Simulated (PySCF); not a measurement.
PySCF input:

```python
from pyscf import gto, scf, dft

mol = gto.M(
    atom='''
    F    -0.00000000   -0.00000000   -0.09245367
    H     0.00000000    0.00000000    0.83208299
    ''',
    basis='def2-tzvpd',
    charge=0,
    spin=0,
    verbose=4,
)

mf = dft.RKS(mol, xc='tpssh').density_fit(auxbasis='def2-universal-jkfit')
mf.grids.level = 3
mf.conv_tol = 1e-9
mf.max_cycle = 100
mf.max_memory = 1500
mf.kernel()
if not mf.converged:
    mf = mf.newton()
    mf.kernel(mf.make_rdm1())
mf.analyze()
```

**Question.** Which total energy does the run end on?

**Answer.** -100.48497 Eh (TPSSh/def2-TZVPD).
